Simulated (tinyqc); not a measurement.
RKS/LDA (PW92) in the sto-6g basis, for H2F+, spin multiplicity 1, step by step (part 1 of 2). Computed by tinyqc, a small Python program that keeps every step (integrals from PySCF). Settings: charge = 1, multiplicity = 1, basis = sto-6g, energy threshold = 1e-09, iteration cap = 67, orthogonalisation = canonical, start = random, DIIS depth = 3, method = RKS, functional = lda,pw, grid = [40, 14]. Command: `OMP_NUM_THREADS=1 python tinyqc.py 31980 31981 out.jsonl` (the two numbers bound the seeds that draw the settings). One thread of a shared host (Intel(R) Xeon(R) Processor @ 2.60GHz), about 0.7 s of CPU time with the checks. Later iterations appear only in the table of the cycle.

## One-electron integrals

Geometry (angstrom):
```
atom,x,y,z
F,0.0000,0.0000,0.0000
H,0.0000,0.7990,0.6120
H,0.0000,-0.7990,0.6120
```

Basis sto-6g: exponents (1/bohr^2) and contraction coefficients of normalised primitives:
```
element,l (shell),exponent,coefficient
F,s (1),1728.6266,0.0092
F,s (1),316.9418,0.0494
F,s (1),88.6689,0.1685
F,s (1),30.4602,0.3706
F,s (1),11.8286,0.4165
F,s (1),4.8717,0.1303
F,s (2),67.0323,-0.0133
F,s (2),13.2674,-0.0470
F,s (2),4.1235,-0.0338
F,s (2),1.5865,0.2502
F,s (2),0.6890,0.5951
F,s (2),0.3158,0.2407
F,p (3),67.0323,0.0038
F,p (3),13.2674,0.0377
F,p (3),4.1235,0.1739
F,p (3),1.5865,0.4180
F,p (3),0.6890,0.4259
F,p (3),0.3158,0.1017
H,s (1),35.5232,0.0092
H,s (1),6.5131,0.0494
H,s (1),1.8221,0.1685
H,s (1),0.6260,0.3706
H,s (1),0.2431,0.4165
H,s (1),0.1001,0.1303
```

Overlap, kinetic and nuclear-attraction integrals over the contracted functions; the nuclear repulsion is the sum of Za Zb / Rab.

nuclear repulsion = 9.795280 hartree

overlap S:
```
,1F 1s,1F 2s,1F 2px,1F 2py,1F 2pz,2H 1s,3H 1s
1F 1s,1.0000,0.2325,0.0000,0.0000,0.0000,0.0412,0.0412
1F 2s,0.2325,1.0000,0.0000,0.0000,0.0000,0.3942,0.3942
1F 2px,0.0000,0.0000,1.0000,0.0000,0.0000,0.0000,0.0000
1F 2py,0.0000,0.0000,0.0000,1.0000,0.0000,0.2510,-0.2510
1F 2pz,0.0000,0.0000,0.0000,0.0000,1.0000,0.1923,0.1923
2H 1s,0.0412,0.3942,0.0000,0.2510,0.1923,1.0000,0.2227
3H 1s,0.0412,0.3942,0.0000,-0.2510,0.1923,0.2227,1.0000
```

kinetic energy T (hartree):
```
,1F 1s,1F 2s,1F 2px,1F 2py,1F 2pz,2H 1s,3H 1s
1F 1s,37.3977,-1.1433,0.0000,0.0000,0.0000,-0.0036,-0.0036
1F 2s,-1.1433,1.0823,0.0000,0.0000,0.0000,0.0848,0.0848
1F 2px,0.0000,0.0000,3.2513,0.0000,0.0000,0.0000,0.0000
1F 2py,0.0000,0.0000,0.0000,3.2513,0.0000,0.1620,-0.1620
1F 2pz,0.0000,0.0000,0.0000,0.0000,3.2513,0.1241,0.1241
2H 1s,-0.0036,0.0848,0.0000,0.1620,0.1241,0.7685,0.0013
3H 1s,-0.0036,0.0848,0.0000,-0.1620,0.1241,0.0013,0.7685
```

nuclear attraction V (hartree):
```
,1F 1s,1F 2s,1F 2px,1F 2py,1F 2pz,2H 1s,3H 1s
1F 1s,-78.8740,-8.1102,0.0000,0.0000,-0.0161,-1.6470,-1.6470
1F 2s,-8.1102,-12.5225,0.0000,0.0000,-0.1855,-3.7469,-3.7469
1F 2px,0.0000,0.0000,-12.4598,0.0000,0.0000,0.0000,0.0000
1F 2py,0.0000,0.0000,0.0000,-12.5774,0.0000,-2.0794,2.0794
1F 2pz,-0.0161,-0.1855,0.0000,0.0000,-12.5288,-1.6482,-1.6482
2H 1s,-1.6470,-3.7469,0.0000,-2.0794,-1.6482,-6.1598,-1.5254
3H 1s,-1.6470,-3.7469,0.0000,2.0794,-1.6482,-1.5254,-6.1598
```

core Hamiltonian H = T + V (hartree):
```
,1F 1s,1F 2s,1F 2px,1F 2py,1F 2pz,2H 1s,3H 1s
1F 1s,-41.4763,-9.2535,0.0000,0.0000,-0.0161,-1.6506,-1.6506
1F 2s,-9.2535,-11.4402,0.0000,0.0000,-0.1855,-3.6621,-3.6621
1F 2px,0.0000,0.0000,-9.2084,0.0000,0.0000,0.0000,0.0000
1F 2py,0.0000,0.0000,0.0000,-9.3261,0.0000,-1.9174,1.9174
1F 2pz,-0.0161,-0.1855,0.0000,0.0000,-9.2775,-1.5241,-1.5241
2H 1s,-1.6506,-3.6621,0.0000,-1.9174,-1.5241,-5.3913,-1.5241
3H 1s,-1.6506,-3.6621,0.0000,1.9174,-1.5241,-1.5241,-5.3913
```

## Two-electron integrals

Functions are numbered as in S; the eight-fold symmetry (ij|kl) = (ji|kl) = (kl|ij) leaves the list below.

Two-electron integrals (ij|kl) in chemists' order, unique and non-zero (hartree):
```
i,j,k,l,(ij|kl)
1,1,1,1,5.4062
2,1,1,1,0.7681
2,1,2,1,0.1389
2,2,1,1,1.2663
2,2,2,1,0.2840
2,2,2,2,0.9264
3,1,3,1,0.0295
3,2,3,1,0.0447
3,2,3,2,0.2048
3,3,1,1,1.2663
3,3,2,1,0.2840
3,3,2,2,0.9264
3,3,3,3,0.9981
4,1,4,1,0.0295
4,2,4,1,0.0447
4,2,4,2,0.2048
4,3,4,3,0.0538
4,4,1,1,1.2663
4,4,2,1,0.2840
4,4,2,2,0.9264
4,4,3,3,0.8905
4,4,4,4,0.9981
5,1,5,1,0.0295
5,2,5,1,0.0447
5,2,5,2,0.2048
5,3,5,3,0.0538
5,4,5,4,0.0538
5,5,1,1,1.2663
5,5,2,1,0.2840
5,5,2,2,0.9264
5,5,3,3,0.8905
5,5,4,4,0.8905
5,5,5,5,0.9981
6,1,1,1,0.1452
6,1,2,1,0.0252
6,1,2,2,0.0503
6,1,3,3,0.0502
6,1,4,1,0.0009
6,1,4,2,0.0017
6,1,4,4,0.0504
6,1,5,1,0.0007
6,1,5,2,0.0013
6,1,5,4,1.25e-04
6,1,5,5,0.0503
6,1,6,1,0.0046
6,2,1,1,0.3600
6,2,2,1,0.0819
6,2,2,2,0.2972
6,2,3,3,0.2930
6,2,4,1,0.0047
6,2,4,2,0.0352
6,2,4,4,0.3009
6,2,5,1,0.0036
6,2,5,2,0.0269
6,2,5,4,0.0060
6,2,5,5,0.2976
6,2,6,1,0.0148
6,2,6,2,0.1169
6,3,3,1,0.0092
6,3,3,2,0.0523
6,3,4,3,0.0074
6,3,5,3,0.0056
6,3,6,3,0.0173
6,4,1,1,0.1916
6,4,2,1,0.0442
6,4,2,2,0.1715
6,4,3,3,0.1642
6,4,4,1,0.0114
6,4,4,2,0.0716
6,4,4,4,0.1835
6,4,5,1,0.0017
6,4,5,2,0.0148
6,4,5,4,0.0092
6,4,5,5,0.1669
6,4,6,1,0.0084
6,4,6,2,0.0828
6,4,6,4,0.0756
6,5,1,1,0.1468
6,5,2,1,0.0339
6,5,2,2,0.1314
6,5,3,3,0.1258
6,5,4,1,0.0017
6,5,4,2,0.0148
6,5,4,4,0.1293
6,5,5,1,0.0105
6,5,5,2,0.0636
6,5,5,4,0.0101
6,5,5,5,0.1391
6,5,6,1,0.0064
6,5,6,2,0.0634
6,5,6,4,0.0446
6,5,6,5,0.0515
6,6,1,1,0.5095
6,6,2,1,0.1181
6,6,2,2,0.4921
6,6,3,3,0.4753
6,6,4,1,0.0088
6,6,4,2,0.0907
6,6,4,4,0.5070
6,6,5,1,0.0067
6,6,5,2,0.0695
6,6,5,4,0.0243
6,6,5,5,0.4939
6,6,6,1,0.0216
6,6,6,2,0.2473
6,6,6,4,0.2033
6,6,6,5,0.1557
6,6,6,6,0.7750
7,1,1,1,0.1452
7,1,2,1,0.0252
7,1,2,2,0.0503
7,1,3,3,0.0502
7,1,4,1,-0.0009
7,1,4,2,-0.0017
7,1,4,4,0.0504
7,1,5,1,0.0007
7,1,5,2,0.0013
7,1,5,4,-1.25e-04
7,1,5,5,0.0503
7,1,6,1,0.0046
7,1,6,2,0.0144
7,1,6,4,0.0074
7,1,6,5,0.0062
7,1,6,6,0.0208
7,1,7,1,0.0046
7,2,1,1,0.3600
7,2,2,1,0.0819
7,2,2,2,0.2972
7,2,3,3,0.2930
7,2,4,1,-0.0047
7,2,4,2,-0.0352
7,2,4,4,0.3009
7,2,5,1,0.0036
7,2,5,2,0.0269
7,2,5,4,-0.0060
7,2,5,5,0.2976
7,2,6,1,0.0144
7,2,6,2,0.0971
7,2,6,4,0.0470
7,2,6,5,0.0512
7,2,6,6,0.1695
7,2,7,1,0.0148
7,2,7,2,0.1169
7,3,3,1,0.0092
7,3,3,2,0.0523
7,3,4,3,-0.0074
7,3,5,3,0.0056
7,3,6,3,0.0140
7,3,7,3,0.0173
7,4,1,1,-0.1916
7,4,2,1,-0.0442
7,4,2,2,-0.1715
7,4,3,3,-0.1642
7,4,4,1,0.0114
7,4,4,2,0.0716
7,4,4,4,-0.1835
7,4,5,1,-0.0017
7,4,5,2,-0.0148
7,4,5,4,0.0092
7,4,5,5,-0.1669
7,4,6,1,-0.0074
7,4,6,2,-0.0470
7,4,6,4,-0.0091
7,4,6,5,-0.0243
7,4,6,6,-0.0730
7,4,7,1,-0.0084
7,4,7,2,-0.0828
7,4,7,4,0.0756
7,5,1,1,0.1468
7,5,2,1,0.0339
7,5,2,2,0.1314
7,5,3,3,0.1258
7,5,4,1,-0.0017
7,5,4,2,-0.0148
7,5,4,4,0.1293
7,5,5,1,0.0105
7,5,5,2,0.0636
7,5,5,4,-0.0101
7,5,5,5,0.1391
7,5,6,1,0.0062
7,5,6,2,0.0512
7,5,6,4,0.0243
7,5,6,5,0.0406
7,5,6,6,0.0990
7,5,7,1,0.0064
7,5,7,2,0.0634
7,5,7,4,-0.0446
7,5,7,5,0.0515
7,6,1,1,0.1381
7,6,2,1,0.0318
7,6,2,2,0.1264
7,6,3,3,0.1239
7,6,4,4,0.1260
7,6,5,1,0.0022
7,6,5,2,0.0200
7,6,5,5,0.1292
7,6,6,1,0.0057
7,6,6,2,0.0506
7,6,6,4,0.0311
7,6,6,5,0.0313
7,6,6,6,0.1159
7,6,7,1,0.0057
7,6,7,2,0.0506
7,6,7,4,-0.0311
7,6,7,5,0.0313
7,6,7,6,0.0275
7,7,1,1,0.5095
7,7,2,1,0.1181
7,7,2,2,0.4921
7,7,3,3,0.4753
7,7,4,1,-0.0088
7,7,4,2,-0.0907
7,7,4,4,0.5070
7,7,5,1,0.0067
7,7,5,2,0.0695
7,7,5,4,-0.0243
7,7,5,5,0.4939
7,7,6,1,0.0208
7,7,6,2,0.1695
7,7,6,4,0.0730
7,7,6,5,0.0990
7,7,6,6,0.3264
7,7,7,1,0.0216
7,7,7,2,0.2473
7,7,7,4,-0.2033
7,7,7,5,0.1557
7,7,7,6,0.1159
7,7,7,7,0.7750
```

## Orthogonalisation

S = U s U^T; canonical form X = U s^(-1/2), so that X^T S X = 1. Each column of U has its largest component positive (the first on a tie).

eigenvalues of S: 0.4513  0.5166  0.8973  1.0000  1.0905  1.2607  1.7836

X:
```
,1,2,3,4,5,6,7
1F 1s,-0.3514,0.0000,0.7256,0.0000,-0.6201,0.0000,0.1716
1F 2s,1.0523,0.0000,-0.2565,0.0000,-0.2942,0.0000,0.4409
1F 2px,0.0000,0.0000,0.0000,1.0000,0.0000,0.0000,0.0000
1F 2py,0.0000,0.8235,0.0000,0.0000,0.0000,0.7179,0.0000
1F 2pz,0.4406,0.0000,0.6760,0.0000,0.6336,0.0000,0.1902
2H 1s,-0.6288,-0.7930,-0.1805,0.0000,0.1491,0.3728,0.3877
3H 1s,-0.6288,0.7930,-0.1805,0.0000,0.1491,-0.3728,0.3877
```

## Starting guess

The start is random orthonormal orbitals; D = 2 C_occ C_occ^T.

D at the start:
```
,1F 1s,1F 2s,1F 2px,1F 2py,1F 2pz,2H 1s,3H 1s
1F 1s,1.8900,-0.2752,-0.4279,-0.1953,0.0112,0.2058,-0.4492
1F 2s,-0.2752,0.5627,0.2269,0.0108,0.9903,-0.4467,-0.1470
1F 2px,-0.4279,0.2269,1.1665,-0.3974,0.2359,0.2558,-1.0288
1F 2py,-0.1953,0.0108,-0.3974,2.1933,0.1414,-0.6233,0.3037
1F 2pz,0.0112,0.9903,0.2359,0.1414,1.9090,-0.7124,-0.3340
2H 1s,0.2058,-0.4467,0.2558,-0.6233,-0.7124,2.5006,-0.1629
3H 1s,-0.4492,-0.1470,-1.0288,0.3037,-0.3340,-0.1629,1.3344
```

## Iteration 1: exchange-correlation on the grid

Becke grid with 40 radial and 14 angular points per atom, points of zero weight dropped. rho = sum D_ij phi_i phi_j; V_xc,ij = sum w v_xc phi_i phi_j; v_xc is d(rho eps)/d rho.

The 16 grid points with the largest w rho, of 1660 (bohr, atomic units):
```
x,y,z,w,rho,eps_xc,v_xc
0.0000,0.0000,0.8315,0.0754,0.9642,-0.8005,-1.0520
0.4801,-0.4801,0.4801,0.0815,0.8859,-0.7795,-1.0242
0.0000,0.0000,0.9724,0.1113,0.6288,-0.7002,-0.9192
0.4073,-0.4073,0.4073,0.0545,1.2470,-0.8680,-1.1413
0.0000,0.0000,0.7055,0.0491,1.3437,-0.8886,-1.1687
0.4801,0.4801,0.4801,0.0815,0.7916,-0.7525,-0.9884
-0.4801,0.4801,0.4801,0.0815,0.7907,-0.7522,-0.9880
0.5614,-0.5614,0.5614,0.1132,0.5659,-0.6775,-0.8891
-0.4073,0.4073,0.4073,0.0545,1.1139,-0.8377,-1.1012
0.4073,0.4073,0.4073,0.0545,1.0947,-0.8331,-1.0951
0.5614,0.5614,0.5614,0.1132,0.5212,-0.6603,-0.8664
0.0000,0.0000,1.1294,0.1555,0.3739,-0.5953,-0.7805
-0.5614,0.5614,0.5614,0.1132,0.5120,-0.6566,-0.8616
0.0000,-0.8315,0.0000,0.0724,0.7842,-0.7503,-0.9855
-0.4801,-0.4801,0.4801,0.0815,0.6917,-0.7213,-0.9472
0.3427,-0.3427,0.3427,0.0348,1.5815,-0.9355,-1.2308
```

electrons on the grid, sum of w rho = 10.0300

E_xc = sum of w rho eps_xc = -9.104237 hartree

V_xc (hartree):
```
,1F 1s,1F 2s,1F 2px,1F 2py,1F 2pz,2H 1s,3H 1s
1F 1s,-3.1877,-0.4091,0.0093,0.0055,-0.0146,-0.0797,-0.0800
1F 2s,-0.4091,-0.8428,0.0062,0.0089,-0.0828,-0.2761,-0.2705
1F 2px,0.0093,0.0062,-0.8108,0.0151,-0.0100,0.0017,0.0007
1F 2py,0.0055,0.0089,0.0151,-0.8678,-0.0086,-0.1680,0.1618
1F 2pz,-0.0146,-0.0828,-0.0100,-0.0086,-0.8501,-0.1489,-0.1416
2H 1s,-0.0797,-0.2761,0.0017,-0.1680,-0.1489,-0.5646,-0.1144
3H 1s,-0.0800,-0.2705,0.0007,0.1618,-0.1416,-0.1144,-0.4964
```

## Iteration 1: building the Kohn-Sham matrix

J_ij = sum D_kl (ij|kl); F = H + J + V_xc; E = tr D H + tr D J / 2 + E_xc + E_nn.

Coulomb J (hartree):
```
,1F 1s,1F 2s,1F 2px,1F 2py,1F 2pz,2H 1s,3H 1s
1F 1s,17.9280,3.2116,-0.0191,-0.0106,0.0844,0.5883,0.5888
1F 2s,3.2116,8.5147,-0.0262,0.0169,0.4731,2.8582,2.8097
1F 2px,-0.0191,-0.0262,8.4181,-0.0238,0.0166,-0.0073,-0.0041
1F 2py,-0.0106,0.0169,-0.0238,8.5969,0.0266,1.7008,-1.6277
1F 2pz,0.0844,0.4731,0.0166,0.0266,8.5291,1.4228,1.3801
2H 1s,0.5883,2.8582,-0.0073,1.7008,1.4228,5.3970,1.2714
3H 1s,0.5888,2.8097,-0.0041,-1.6277,1.3801,1.2714,5.0349
```

Kohn-Sham matrix F (hartree):
```
,1F 1s,1F 2s,1F 2px,1F 2py,1F 2pz,2H 1s,3H 1s
1F 1s,-26.7360,-6.4510,-0.0099,-0.0051,0.0537,-1.1421,-1.1419
1F 2s,-6.4510,-3.7683,-0.0200,0.0258,0.2049,-1.0800,-1.1230
1F 2px,-0.0099,-0.0200,-1.6012,-0.0087,0.0066,-0.0056,-0.0034
1F 2py,-0.0051,0.0258,-0.0087,-1.5970,0.0181,-0.3845,0.4515
1F 2pz,0.0537,0.2049,0.0066,0.0181,-1.5984,-0.2502,-0.2856
2H 1s,-1.1421,-1.0800,-0.0056,-0.3845,-0.2502,-0.5590,-0.3671
3H 1s,-1.1419,-1.1230,-0.0034,0.4515,-0.2856,-0.3671,-0.8528
```

total energy of this density = -90.138607 hartree

## Iteration 1: diagonalisation and new density

Diagonalise F' = X^T F X, C = X C', fill 5 alpha and 5 beta electrons from the bottom; D = 2 C_occ C_occ^T. Each column has its largest component positive (the first on a tie).

F' = X^T F X (hartree):
```
,1,2,3,4,5,6,7
1,-1.4860,0.0939,2.9652,-0.0090,-2.6242,-0.0499,0.4109
2,0.0939,-0.4171,0.0236,-0.0054,-0.0286,-0.5246,-0.0778
3,2.9652,0.0236,-12.2161,0.0041,10.8695,-0.0223,-4.9723
4,-0.0090,-0.0054,0.0041,-1.6012,0.0149,-0.0071,-0.0127
5,-2.6242,-0.0286,10.8695,0.0149,-13.2551,0.0322,5.6021
6,-0.0499,-0.5246,-0.0223,-0.0071,0.0322,-1.3645,0.0806
7,0.4109,-0.0778,-4.9723,-0.0127,5.6021,0.0806,-3.9745
```

orbital energies (hartree): MO1 -26.7387, MO2 -2.3909, MO3 -1.6155, MO4 -1.5950, MO5 -1.5397, MO6 -0.3733, MO7 -0.0615

coefficients C:
```
,MO1,MO2,MO3,MO4,MO5,MO6,MO7
1F 1s,0.9973,-0.2445,0.0146,-0.0049,-0.0542,0.0638,0.0473
1F 2s,0.0119,1.0166,-0.0555,0.0154,0.2245,-0.4808,-0.3685
1F 2px,0.0004,0.0241,0.5319,0.8458,-0.0322,0.0002,0.0018
1F 2py,0.0002,-0.0240,0.7654,-0.4640,0.4205,0.3081,-0.3464
1F 2pz,-0.0014,-0.2334,-0.3163,0.2392,0.8710,-0.2822,-0.1969
2H 1s,-0.0021,-0.0317,-0.0030,0.0007,0.0078,0.0576,1.1678
3H 1s,-0.0020,-0.0190,-0.0483,0.0322,0.0308,1.1503,-0.2008
```

D after iteration 1:
```
,1F 1s,1F 2s,1F 2px,1F 2py,1F 2pz,2H 1s,3H 1s
1F 1s,2.1153,-0.4995,-0.0002,-0.0066,0.0054,0.0103,0.0002
1F 2s,-0.4995,2.1746,0.0015,0.0409,-0.0410,-0.0606,-0.0185
1F 2px,-0.0002,0.0015,2.0000,0.0011,0.0008,-0.0041,0.0003
1F 2py,-0.0066,0.0409,0.0011,1.9571,0.0375,0.0028,-0.0771
1F 2pz,0.0054,-0.0410,0.0008,0.0375,1.9407,0.0307,0.1085
2H 1s,0.0103,-0.0606,-0.0041,0.0028,0.0307,0.0022,0.0020
3H 1s,0.0002,-0.0185,0.0003,-0.0771,0.1085,0.0020,0.0094
```

## Iteration 2: exchange-correlation on the grid

As before.

The 16 grid points with the largest w rho, of 1660 (bohr, atomic units):
```
x,y,z,w,rho,eps_xc,v_xc
-0.5614,-0.5614,-0.5614,0.1324,0.6141,-0.6950,-0.9123
0.5614,-0.5614,-0.5614,0.1324,0.6139,-0.6949,-0.9122
0.5614,0.5614,-0.5614,0.1324,0.6123,-0.6943,-0.9115
-0.5614,0.5614,-0.5614,0.1324,0.6120,-0.6942,-0.9113
-0.4801,-0.4801,-0.4801,0.0868,0.9202,-0.7889,-1.0366
0.4801,-0.4801,-0.4801,0.0868,0.9199,-0.7888,-1.0364
0.4801,0.4801,-0.4801,0.0868,0.9178,-0.7882,-1.0357
-0.4801,0.4801,-0.4801,0.0868,0.9173,-0.7881,-1.0355
0.4801,0.4801,0.4801,0.0815,0.9223,-0.7894,-1.0373
-0.4801,0.4801,0.4801,0.0815,0.9216,-0.7892,-1.0370
-0.6521,-0.6521,-0.6521,0.1982,0.3728,-0.5948,-0.7798
0.6521,-0.6521,-0.6521,0.1982,0.3726,-0.5947,-0.7797
0.4801,-0.4801,0.4801,0.0815,0.9047,-0.7847,-1.0310
-0.4801,-0.4801,0.4801,0.0815,0.9044,-0.7846,-1.0309
0.6521,0.6521,-0.6521,0.1982,0.3714,-0.5941,-0.7789
-0.6521,0.6521,-0.6521,0.1982,0.3713,-0.5940,-0.7788
```

electrons on the grid, sum of w rho = 10.0248

E_xc = sum of w rho eps_xc = -10.789135 hartree

V_xc (hartree):
```
,1F 1s,1F 2s,1F 2px,1F 2py,1F 2pz,2H 1s,3H 1s
1F 1s,-3.3160,-0.4370,0.0000,-0.0002,0.0005,-0.0844,-0.0844
1F 2s,-0.4370,-0.9449,0.0000,-0.0002,-0.0048,-0.2684,-0.2706
1F 2px,0.0000,0.0000,-0.9483,0.0000,0.0000,0.0000,0.0000
1F 2py,-0.0002,-0.0002,0.0000,-0.9392,-0.0003,-0.1443,0.1474
1F 2pz,0.0005,-0.0048,0.0000,-0.0003,-0.9475,-0.1119,-0.1139
2H 1s,-0.0844,-0.2684,0.0000,-0.1443,-0.1119,-0.2918,-0.0904
3H 1s,-0.0844,-0.2706,0.0000,0.1474,-0.1139,-0.0904,-0.3164
```

## Iteration 2: building the Kohn-Sham matrix

As before.

Coulomb J (hartree):
```
,1F 1s,1F 2s,1F 2px,1F 2py,1F 2pz,2H 1s,3H 1s
1F 1s,20.9144,3.7841,0.0001,0.0009,-0.0006,0.6893,0.6892
1F 2s,3.7841,9.8971,0.0002,-0.0003,0.0004,3.0870,3.0899
1F 2px,0.0001,0.0002,9.8984,0.0001,0.0000,0.0000,0.0000
1F 2py,0.0009,-0.0003,0.0001,9.8970,0.0004,1.7502,-1.7544
1F 2pz,-0.0006,0.0004,0.0000,0.0004,9.8957,1.3416,1.3438
2H 1s,0.6893,3.0870,0.0000,1.7502,1.3416,4.9478,1.2861
3H 1s,0.6892,3.0899,0.0000,-1.7544,1.3438,1.2861,4.9675
```

Kohn-Sham matrix F (hartree):
```
,1F 1s,1F 2s,1F 2px,1F 2py,1F 2pz,2H 1s,3H 1s
1F 1s,-23.8779,-5.9064,0.0000,0.0006,-0.0162,-1.0458,-1.0458
1F 2s,-5.9064,-2.4881,0.0001,-0.0006,-0.1898,-0.8436,-0.8429
1F 2px,0.0000,0.0001,-0.2583,0.0000,0.0000,0.0000,0.0000
1F 2py,0.0006,-0.0006,0.0000,-0.3683,0.0001,-0.3114,0.3103
1F 2pz,-0.0162,-0.1898,0.0000,0.0001,-0.3293,-0.2944,-0.2942
2H 1s,-1.0458,-0.8436,0.0000,-0.3114,-0.2944,-0.7353,-0.3284
3H 1s,-1.0458,-0.8429,0.0000,0.3103,-0.2942,-0.3284,-0.7402
```

total energy of this density = -98.978197 hartree

## Iteration 2: DIIS over 2 matrices

error matrix X^T (FDS - SDF) X:
```
,1,2,3,4,5,6,7
1,0.0000,-0.0151,-0.0689,0.0005,0.3396,0.0136,0.5299
2,0.0151,0.0000,0.0035,0.0005,-0.0031,0.7571,0.0289
3,0.0689,-0.0035,0.0000,0.0001,0.0994,-0.0028,0.1327
4,-0.0005,-0.0005,-0.0001,0.0000,-0.0004,-0.0008,-0.0006
5,-0.3396,0.0031,-0.0994,0.0004,0.0000,-0.0044,0.1086
6,-0.0136,-0.7571,0.0028,0.0008,0.0044,0.0000,-0.0064
7,-0.5299,-0.0289,-0.1327,0.0006,-0.1086,0.0064,0.0000
```

B (overlaps of the stored error matrices):
```
,1,2
1,5.4987233e+02,-1.9581156e+00
2,-1.9581156e+00,2.0294845e+00
```

Minimise |sum c_i e_i|^2 with sum c_i = 1: solve [B -1; -1 0][c; lambda] = [0; -1] with B_ij = tr e_i^T e_j, and take F = sum c_i F_i.

DIIS coefficients: 0.0072  0.9928

extrapolated F (hartree):
```
,1F 1s,1F 2s,1F 2px,1F 2py,1F 2pz,2H 1s,3H 1s
1F 1s,-23.8984,-5.9103,0.0000,0.0006,-0.0157,-1.0465,-1.0465
1F 2s,-5.9103,-2.4973,0.0000,-0.0004,-0.1870,-0.8453,-0.8449
1F 2px,0.0000,0.0000,-0.2679,0.0000,0.0001,0.0000,0.0000
1F 2py,0.0006,-0.0004,0.0000,-0.3771,0.0003,-0.3120,0.3114
1F 2pz,-0.0157,-0.1870,0.0001,0.0003,-0.3384,-0.2941,-0.2942
2H 1s,-1.0465,-0.8453,0.0000,-0.3120,-0.2941,-0.7340,-0.3287
3H 1s,-1.0465,-0.8449,0.0000,0.3114,-0.2942,-0.3287,-0.7410
```

## Iteration 2: diagonalisation and new density

As before.

F' = X^T F X (hartree):
```
,1,2,3,4,5,6,7
1,-0.7850,0.0037,2.4335,0.0000,-2.2647,-0.0018,0.8083
2,0.0037,0.0442,0.0015,0.0000,-0.0011,0.1822,-0.0022
3,2.4335,0.0015,-10.1855,0.0000,10.3877,0.0002,-4.6238
4,0.0000,0.0000,0.0000,-0.2679,0.0001,0.0000,0.0000
5,-2.2647,-0.0011,10.3877,0.0001,-11.2400,0.0003,4.9458
6,-0.0018,0.1822,0.0002,0.0000,0.0003,-0.6415,0.0008
7,0.8083,-0.0022,-4.6238,0.0000,4.9458,0.0008,-3.3917
```

orbital energies (hartree): MO1 -23.9049, MO2 -1.2110, MO3 -0.6870, MO4 -0.4277, MO5 -0.2679, MO6 -0.0585, MO7 0.0897

coefficients C:
```
,MO1,MO2,MO3,MO4,MO5,MO6,MO7
1F 1s,0.9956,-0.2117,0.0016,-0.1475,0.0001,-0.0787,-0.0021
1F 2s,0.0198,0.7782,-0.0083,0.7544,-0.0003,0.5281,0.0139
1F 2px,0.0000,0.0000,0.0000,0.0002,1.0000,0.0003,-0.0001
1F 2py,0.0000,0.0006,-0.4973,-0.0078,0.0001,-0.0231,0.9724
1F 2pz,0.0024,0.1924,0.0011,-0.5540,-0.0001,0.8629,0.0165
2H 1s,-0.0042,0.2088,-0.5481,-0.4455,0.0002,-0.5862,-0.6943
3H 1s,-0.0042,0.2111,0.5589,-0.4425,0.0004,-0.6121,0.6640
```

D after iteration 2:
```
,1F 1s,1F 2s,1F 2px,1F 2py,1F 2pz,2H 1s,3H 1s
1F 1s,2.1155,-0.5125,0.0000,0.0004,0.0867,0.0329,0.0345
1F 2s,-0.5125,2.3503,-0.0003,-0.0026,-0.5362,-0.3382,-0.3486
1F 2px,0.0000,-0.0003,2.0000,0.0002,-0.0005,0.0002,0.0005
1F 2py,0.0004,-0.0026,0.0002,0.4948,0.0078,0.5523,-0.5488
1F 2pz,0.0867,-0.5362,-0.0005,0.0078,0.6879,0.5728,0.5727
2H 1s,0.0329,-0.3382,0.0002,0.5523,0.5728,1.0850,-0.1302
3H 1s,0.0345,-0.3486,0.0005,-0.5488,0.5727,-0.1302,1.1053
```

## Iteration 9 (converged): orbitals

converged F (hartree):
```
,1F 1s,1F 2s,1F 2px,1F 2py,1F 2pz,2H 1s,3H 1s
1F 1s,-24.7535,-6.0890,0.0000,0.0000,-0.0198,-1.0784,-1.0784
1F 2s,-6.0890,-2.9308,0.0000,0.0000,-0.1629,-0.9492,-0.9492
1F 2px,0.0000,0.0000,-0.6968,0.0000,0.0000,0.0000,0.0000
1F 2py,0.0000,0.0000,0.0000,-0.8159,0.0000,-0.3619,0.3619
1F 2pz,-0.0198,-0.1629,0.0000,0.0000,-0.7713,-0.3214,-0.3214
2H 1s,-1.0784,-0.9492,0.0000,-0.3619,-0.3214,-0.8104,-0.3556
3H 1s,-1.0784,-0.9492,0.0000,0.3619,-0.3214,-0.3556,-0.8104
```

As before.

F' = X^T F X (hartree):
```
,1,2,3,4,5,6,7
1,-1.1004,0.0000,2.5371,0.0000,-2.3804,0.0000,0.6615
2,0.0000,-0.1800,0.0000,0.0000,0.0000,-0.0236,0.0000
3,2.5371,0.0000,-10.8035,0.0000,10.5442,0.0000,-4.7584
4,0.0000,0.0000,0.0000,-0.6968,0.0000,0.0000,0.0000
5,-2.3804,0.0000,10.5442,0.0000,-11.8358,0.0000,5.1014
6,0.0000,-0.0236,0.0000,0.0000,0.0000,-0.9343,0.0000
7,0.6615,0.0000,-4.7584,0.0000,5.1014,0.0000,-3.6578
```

orbital energies (hartree): MO1 -24.7592, MO2 -1.5662, MO3 -0.9350, MO4 -0.7807, MO5 -0.6968, MO6 -0.2914, MO7 -0.1792

coefficients C:
```
,MO1,MO2,MO3,MO4,MO5,MO6,MO7
1F 1s,0.9959,-0.2351,0.0000,0.0884,0.0000,0.0950,0.0000
1F 2s,0.0184,0.9183,0.0000,-0.4423,0.0000,-0.6443,0.0000
1F 2px,0.0000,0.0000,0.0000,0.0000,1.0000,0.0000,0.0000
1F 2py,0.0000,0.0000,0.7433,0.0000,0.0000,0.0000,-0.8007
1F 2pz,0.0024,0.1871,0.0000,0.8346,0.0000,-0.5976,0.0000
2H 1s,-0.0040,0.0937,0.3478,0.2283,0.0000,0.7346,0.8042
3H 1s,-0.0040,0.0937,-0.3478,0.2283,0.0000,0.7346,-0.8042
```

D after iteration 9:
```
,1F 1s,1F 2s,1F 2px,1F 2py,1F 2pz,2H 1s,3H 1s
1F 1s,2.1099,-0.4732,0.0000,0.0000,0.0643,-0.0115,-0.0115
1F 2s,-0.4732,2.0783,0.0000,0.0000,-0.3945,-0.0301,-0.0301
1F 2px,0.0000,0.0000,2.0000,0.0000,0.0000,0.0000,0.0000
1F 2py,0.0000,0.0000,0.0000,1.1048,0.0000,0.5170,-0.5170
1F 2pz,0.0643,-0.3945,0.0000,0.0000,1.4633,0.4162,0.4162
2H 1s,-0.0115,-0.0301,0.0000,0.5170,0.4162,0.3638,-0.1201
3H 1s,-0.0115,-0.0301,0.0000,-0.5170,0.4162,-0.1201,0.3638
```
